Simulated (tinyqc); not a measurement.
Pariser-Parr-Pople SCF with singles CI, for the molecule N=C1C=CC=C1 (SMILES; centres numbered as the heavy atoms are written), step by step. Computed by tinyqc, a small Python program that keeps every step. Settings: charge = 0, gamma = Ohno, start = core, damping = 0.3, iteration cap = 65, excitations kept = 9. Command: `OMP_NUM_THREADS=1 python tinyqc.py 29335 29336 out.jsonl` (the two numbers bound the seeds that draw the settings). One thread of a shared host (Intel(R) Xeon(R) Processor @ 2.60GHz), about 0.01 s of CPU time with the checks. Later iterations appear only in the table of the cycle.

## PPP integrals

Centres (angstrom, eV; a flat drawing with bonds scaled to 1.40 angstrom):
```
centre          x          y  core charge z          W   gamma_rr
1N       2.159000   0.000000              1  14.100000  12.300000
2C       0.759000   0.000000              1  11.160000  11.130000
3C      -0.064000   1.133000              1  11.160000  11.130000
4C      -1.395000   0.700000              1  11.160000  11.130000
5C      -1.395000  -0.700000              1  11.160000  11.130000
6C      -0.064000  -1.133000              1  11.160000  11.130000
```

Resonance integrals (eV):
```
i  j       beta
1  2  -2.510000
2  3  -2.390000
3  4  -2.390000
4  5  -2.390000
5  6  -2.390000
6  2  -2.390000
```

Ohno: gamma = 14.399645/sqrt(R^2 + a^2), a = 2 x 14.399645/(gamma_rr + gamma_ss); H_rr = -W_r - sum_(s != r) z_s gamma_rs; H_rs = beta for bonds.

repulsion gamma_rs (eV), lower triangle:
```
           1N         2C         3C         4C         5C         6C
1N  12.300000
2C   7.729197  11.130000
3C   5.177097   7.552804  11.130000
4C   3.764467   5.520570   7.554850  11.130000
5C   3.764467   5.520570   5.519866   7.553862  11.130000
6C   5.177097   7.552804   5.518526   5.519866   7.554850  11.130000
```

core matrix H (eV), lower triangle:
```
            1N          2C          3C          4C          5C          6C
1N  -39.712325
2C   -2.510000  -45.035944
3C    0.000000   -2.390000  -42.483142
4C    0.000000    0.000000   -2.390000  -41.073615
5C    0.000000    0.000000    0.000000   -2.390000  -41.073615
6C    0.000000   -2.390000    0.000000    0.000000   -2.390000  -42.483142
```

## Starting guess

pi electrons, sum of z_r less the charge = 6

Orbitals of the core matrix H.

P at the start, lower triangle:
```
           1N         2C         3C         4C        5C        6C
1N   0.212755
2C   0.541729   1.513168
3C   0.079514   0.420287   1.195486
4C  -0.192523  -0.212020   0.772390   0.941552
5C  -0.192523  -0.212020  -0.010430   0.563800  0.941552
6C   0.079514   0.420287  -0.426762  -0.010430  0.772390  1.195486
```

## Iteration 1: Fock matrix

F_rr = H_rr + P_rr gamma_rr / 2 + sum_(s != r) P_ss gamma_rs; F_rs = H_rs - P_rs gamma_rs / 2; E = tr P (H + F) / 2 + core repulsion sum_(r<s) z_r z_s gamma_rs.

F (eV), lower triangle:
```
           1N         2C         3C         4C         5C         6C
1N  -7.241125
2C  -4.603565  -6.516381
3C  -0.205826  -3.977174  -4.392297
4C   0.362374   0.585237  -5.307646  -3.936420
5C   0.362374   0.585237   0.028785  -4.519434  -3.936420
6C  -0.205826  -3.977174   1.177548   0.028785  -5.307646  -4.392297
```

pi energy = -77.351790 eV

## Iteration 1: orbitals and new P

Diagonalise F (the basis is taken as orthonormal) and form P = 2 sum c c over the lowest orbitals; 0.3 of the old P is kept.

orbital energies (eV): -13.896193  -10.945652  -8.653117  -3.974478  3.388213  3.666286

P after iteration 1, lower triangle:
```
           1N         2C         3C         4C        5C        6C
1N   0.667968
2C   0.771067   1.160939
3C   0.121368   0.370178   1.125539
4C  -0.271606  -0.078750   0.811181   0.960007
5C  -0.271606  -0.078750  -0.030107   0.496293  0.960007
6C   0.121368   0.370178  -0.410746  -0.030107  0.811181  1.125539
```

## Iteration 2: Fock matrix

As before.

F (eV), lower triangle:
```
           1N         2C         3C         4C         5C         6C
1N  -7.749313
2C  -5.489863  -5.810935
3C  -0.314167  -3.787942  -5.229897
4C   0.511225   0.217372  -5.454174  -4.839717
5C   0.511225   0.217372   0.083094  -4.264464  -4.839717
6C  -0.314167  -3.787942   1.133357   0.083094  -5.454174  -5.229897
```

pi energy = -79.795311 eV

## Iteration 2: orbitals and new P

As before.

orbital energies (eV): -14.676065  -11.681680  -9.717180  -3.247440  2.778673  2.844217

P after iteration 2, lower triangle:
```
           1N         2C         3C         4C        5C        6C
1N   0.914868
2C   0.850461   0.971116
3C   0.133479   0.335172   1.090066
4C  -0.290779  -0.012404   0.837511   0.966942
5C  -0.290779  -0.012404  -0.035255   0.452063  0.966942
6C   0.133479   0.335172  -0.395055  -0.035255  0.837511  1.090066
```

## Iteration 3: Fock matrix

As before.

F (eV), lower triangle:
```
           1N         2C         3C         4C         5C         6C
1N  -8.013141
2C  -5.796690  -5.418238
3C  -0.345516  -3.655744  -5.687866
4C   0.547313   0.034238  -5.553635  -5.331030
5C   0.547313   0.034238   0.097302  -4.097411  -5.331030
6C  -0.345516  -3.655744   1.090062   0.097302  -5.553635  -5.687866
```

pi energy = -80.933576 eV

## Iteration 3: orbitals and new P

As before.

orbital energies (eV): -15.018879  -12.004243  -10.300051  -3.021242  2.288505  2.586740

P after iteration 3, lower triangle:
```
           1N        2C         3C         4C        5C        6C
1N   1.037050
2C   0.875231  0.877027
3C   0.135036  0.314489   1.072359
4C  -0.291587  0.017259   0.854035   0.970603
5C  -0.291587  0.017259  -0.036248   0.424436  0.970603
6C   0.135036  0.314489  -0.381475  -0.036248  0.854035  1.072359
```

## Convergence

Stop when output and input P, before any damping, agree to 1e-7.

Course of the cycle:
```
iteration        E (eV)  largest |P(out) - P(in)|
1          -77.35179021                  6.50e-01
2          -79.79531079                  3.53e-01
3          -80.93357619                  1.75e-01
4          -81.36643606                  8.55e-02
5          -81.51913382                  4.24e-02
6          -81.57147722                  2.14e-02
7          -81.58929274                  1.10e-02
8          -81.59539308                  5.81e-03
9          -81.59751583                  3.26e-03
10         -81.59827286                  2.20e-03
11         -81.59855143                  1.49e-03
...                 ...                       ...
27         -81.59872992                  3.29e-06
28         -81.59872992                  2.25e-06
29         -81.59872992                  1.54e-06
30         -81.59872992                  1.05e-06
31         -81.59872992                  7.18e-07
32         -81.59872992                  4.90e-07
33         -81.59872992                  3.35e-07
34         -81.59872992                  2.29e-07
35         -81.59872992                  1.56e-07
36         -81.59872992                  1.07e-07
37         -81.59872992                  7.31e-08
```

Converged in 37 iterations.

## Converged orbitals

Charges are z - P_rr.

orbital energies (eV): -15.281338  -12.212967  -10.899857  -2.930522  1.790922  2.328604

coefficients:
```
         MO1        MO2        MO3        MO4        MO5        MO6
1N  0.416290   0.637121   0.000000   0.558027   0.000000  -0.330735
2C  0.514085   0.359660   0.000000  -0.397173   0.000000   0.669787
3C  0.390253  -0.157586   0.591391  -0.367874  -0.387629  -0.433056
4C  0.359043  -0.455552   0.387629   0.360692   0.591391   0.182927
5C  0.359043  -0.455552  -0.387629   0.360692  -0.591391   0.182927
6C  0.390253  -0.157586  -0.591391  -0.367874   0.387629  -0.433056
```

pi charges: 1N -0.158440, 2C 0.212722, 3C -0.053750, 4C 0.026609, 5C 0.026609, 6C -0.053750

## Singles CI, singlets

Over the 9 single excitations with the smallest orbital gaps: A = (e_a - e_i) delta + 2 (ia|jb) - (ij|ab), with (pq|rs) = sum c_mp c_mq gamma_mn c_nr c_ns. f = 2/3 w |mu|^2 in atomic units, mu = sqrt2 sum c_ia sum_m c_mi c_ma R_m.

singlet CI matrix (eV), lower triangle:
```
           3>4        2>4        1>4        3>5        3>6       2>5        2>6        1>5
3>4   2.213122
2>4   0.000000   5.220122
1>4   0.000000  -0.048019   6.973675
3>5   0.000000  -0.627490   0.353306   7.118572
3>6   0.244214   0.000000   0.000000   0.000000   7.428056
2>5   0.311457   0.000000   0.000000   0.000000   0.446362  8.485493
2>6   0.000000   0.010154  -0.034450  -0.354322   0.000000  0.000000   8.767642
1>5  -0.247637   0.000000   0.000000   0.000000  -0.184181  0.817338   0.000000  11.015498
1>6   0.000000   0.502753  -0.027847  -0.310857   0.000000  0.000000  -0.231600   0.000000

           1>6
1>6  11.056730
```

singlet excitation energies (eV): 2.179434  5.002802  6.724447  7.206281  7.413501  8.496580  8.845674  11.150318  11.259874

oscillator strengths: 0.027011  0.711296  0.373675  0.153816  0.639531  0.262307  0.033710  0.002631  0.018928

## Singles CI, triplets

Over the 9 single excitations with the smallest orbital gaps: A = (e_a - e_i) delta - (ij|ab), with (pq|rs) = sum c_mp c_mq gamma_mn c_nr c_ns.

triplet CI matrix (eV), lower triangle:
```
           3>4        2>4        1>4        3>5        3>6       2>5        2>6        1>5
3>4   1.366299
2>4   0.000000   2.350765
1>4   0.000000  -0.510389   5.375215
3>5   0.000000   0.601948  -0.862827   5.188272
3>6  -0.731195   0.000000   0.000000   0.000000   6.179545
2>5   0.601948   0.000000   0.000000   0.000000   0.473883  7.631409
2>6   0.000000   0.541261   1.254367   0.473883   0.000000  0.000000   7.678680
1>5  -0.862827   0.000000   0.000000   0.000000  -0.739187  1.405726   0.000000  10.379836
1>6   0.000000   1.254367   0.244038  -0.739187   0.000000  0.000000  -0.654223   0.000000

           1>6
1>6  10.179459
```

triplet excitation energies (eV): 1.052481  1.868826  4.012028  5.991266  6.139848  7.462927  8.160829  10.590861  11.050414
